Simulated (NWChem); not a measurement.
Species: acetonitrile (C$_{2}$H$_{3}$N); SMILES CC#N

```xyz
6

C      0.0000     0.0000    -1.1625
C      0.0000     0.0000     0.2907
N      0.0000     0.0000     1.4476
H      1.0196     0.1555    -1.5430
H     -0.3751    -0.9607    -1.5430
H     -0.6445     0.8052    -1.5430
```
Atoms are numbered in this order, from 1.

All runs: NWChem. Geometry: optimised at PBE0/def2-SVP. B3LYP is NWChem's, with the RPA form of VWN correlation. Core excitations by TDA in a window of 1s orbitals, non-relativistic and unshifted: absolute energies depend strongly on the exact-exchange share.

**Question.** Predict the results for N K edge, B3LYP/def2-TZVP. Quantities: first 1s excitation (eV); dipole oscillator strength of the first; first state with f > 0.002 (eV); dipole oscillator strength of that state.

**Answer.** 
```yaml
first 1s excitation (eV): 387.6
dipole_oscillator_strength_of_the_first: 0.0437
first state with f > 0.002 (eV): 387.6
dipole_oscillator_strength_of_that_state: 0.0437
```
